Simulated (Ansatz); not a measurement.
# Si2 (disilicon): methods side by side

The species is Si2 (2 atoms), meant as a triplet with charge 0. SMILES: `[Si]=[Si]`. The shape is that of a GFN2-xTB optimisation.

```xyz
2

Si    0.0000    0.0000    0.0000
Si    0.0000    0.0000    2.1742
```

Each level gives the energy change with the Si1–Si2 bond stretched from 2.174 to 4.348 Å (eV). The values are calculated.

```csv
level,kind,program,value (eV),CPU time (all runs)
UHF/6-31G,Hartree–Fock,Ansatz,1.10,2.7 s
UBLYP/6-31G,GGA,Ansatz,2.57,39 s
UBHLYP/6-31G,global hybrid,Ansatz,2.25,28 s
UCAM-B3LYP/6-31G,range-separated hybrid,Ansatz,2.37,22 s
UBCCD(T)/6-31G,coupled cluster or CI,Ansatz,2.08,5.7 s
UCCSD/6-31G,coupled cluster or CI,Ansatz,2.05,5.2 s
UCCSDT(Q)/6-31G,coupled cluster or CI,Ansatz,2.06,12 s
UCCSDT/6-31G,coupled cluster or CI,Ansatz,2.06,9.7 s
```

The first shape isn't each level's own minimum. The values span 1.10 to 2.57 eV. Spin contamination of the reference (⟨S²⟩ at least 0.1 too high) touches UHF/6-31G, UBLYP/6-31G, UBHLYP/6-31G, UCAM-B3LYP/6-31G, UBCCD(T)/6-31G, UCCSD/6-31G, UCCSDT(Q)/6-31G, UCCSDT/6-31G. The coupled-cluster rows rest on a doubtful reference here (large T1 or Brueckner and Hartree–Fock orbitals at odds), and rows may lie in different states. All rows use very small basis sets, so none should be taken for the real molecule's value. In so small a basis fixed costs decide the times, and correlated methods can beat functionals. Times are those of the runs behind each value, whatever else they computed, on shared processors of several kinds: orders of magnitude only.
